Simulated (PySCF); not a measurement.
Molecule: SMILES C=C(C)[C@@H]1CN1, C5H9N.

Geometry:
```json
{"atom": "C1", "x (Å)": "-1.190", "y (Å)": "-1.196", "z (Å)": "0.275"}
{"atom": "C2", "x (Å)": "-0.767", "y (Å)": "0.061", "z (Å)": "0.099"}
{"atom": "C3", "x (Å)": "-1.644", "y (Å)": "1.139", "z (Å)": "-0.463"}
{"atom": "C4", "x (Å)": "0.616", "y (Å)": "0.502", "z (Å)": "0.437"}
{"atom": "C5", "x (Å)": "1.728", "y (Å)": "0.215", "z (Å)": "-0.511"}
{"atom": "N6", "x (Å)": "1.673", "y (Å)": "-0.416", "z (Å)": "0.794"}
{"atom": "H7", "x (Å)": "-0.554", "y (Å)": "-1.971", "z (Å)": "0.713"}
{"atom": "H8", "x (Å)": "-2.201", "y (Å)": "-1.498", "z (Å)": "-0.007"}
{"atom": "H9", "x (Å)": "-1.210", "y (Å)": "1.553", "z (Å)": "-1.388"}
{"atom": "H10", "x (Å)": "-1.733", "y (Å)": "1.979", "z (Å)": "0.246"}
{"atom": "H11", "x (Å)": "-2.654", "y (Å)": "0.770", "z (Å)": "-0.686"}
{"atom": "H12", "x (Å)": "0.656", "y (Å)": "1.457", "z (Å)": "0.979"}
{"atom": "H13", "x (Å)": "2.533", "y (Å)": "0.944", "z (Å)": "-0.659"}
{"atom": "H14", "x (Å)": "1.474", "y (Å)": "-0.377", "z (Å)": "-1.397"}
{"atom": "H15", "x (Å)": "1.357", "y (Å)": "-1.381", "z (Å)": "0.712"}
```

Geometry PBE0-D3(BJ)/def2-SVP throughout; GIAO in PySCF 2.14, gas phase, one conformer, non-relativistic; equivalent atoms averaged; functional PBE0.

(1) How do the absolute shieldings σ depend on the basis set? (a selection of nuclei; ppm; last column core-seconds on 1 thread of an Arm Neoverse V1, shared host)

(2) Which nucleus among those listed moves most, in ppm?

(3) Taking the largest basis, def2-TZVP (240 functions), as the yardstick, rank the others by their worst heavy-atom deviation.

Answers

(1) 
```
    basis set  functions     C2     C1     C4     C5     C3     N6    H12    H13    H15  core-s
       STO-3G         39  119.2  134.5  203.8  206.0  209.3  283.5  31.10  31.27  31.91     3.3
        6-31G         72   55.8   95.9  167.6  170.0  175.2  249.4  30.41  30.65  32.30     6.4
       6-31G*        102   53.5   92.2  162.2  165.3  171.0  250.4  29.95  30.30  31.83     9.1
     def2-SVP        129   46.7   89.5  161.3  164.9  170.7  252.2  29.58  29.92  31.36      11
     pcSseg-1        147   27.7   75.3  150.1  154.2  159.8  243.5  29.34  29.67  31.09      15
6-311+G(2d,p)        216   29.8   80.2  151.5  156.3  162.8  242.5  29.45  29.87  31.31      25
    def2-TZVP        240   28.1   79.5  151.4  156.6  162.3  243.4  29.42  29.83  31.29      30
```

(2) C2 (fully substituted alkene carbon): from 27.7 ppm with pcSseg-1 to 119.2 ppm with STO-3G. The smallest spread is 1.20 ppm, at H15. Proton shifts span only some 12 ppm, so a few tenths of a ppm matter as much there as several ppm in carbon.

(3) 6-311+G(2d,p) 1.8 ppm (216 functions), pcSseg-1 4.2 ppm (147 functions), def2-SVP 18.6 ppm (129 functions), 6-31G* 25.4 ppm (102 functions), 6-31G 27.7 ppm (72 functions), STO-3G 91.2 ppm (39 functions).

A small basis that lands close on one nucleus may do so by chance; judge by the trend and by all nuclei.
